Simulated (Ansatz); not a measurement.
Predict a relaxed structure of Al(H2S)H3 (AlH₅S), charge 0, singlet, at PBE0-D4/def2-TZVP (Ansatz).


Cartesian coordinates in Å:
```
Al -0.671 -0.062 0.857
S 1.254 -0.245 -0.776
H 0.535 -0.589 -1.859
H 1.297 1.047 -1.142
H -0.913 -1.635 0.984
H -1.667 0.793 -0.053
H 0.165 0.692 1.989
```
Point group Cs (tolerance 0.1 Å). This is one stationary point.
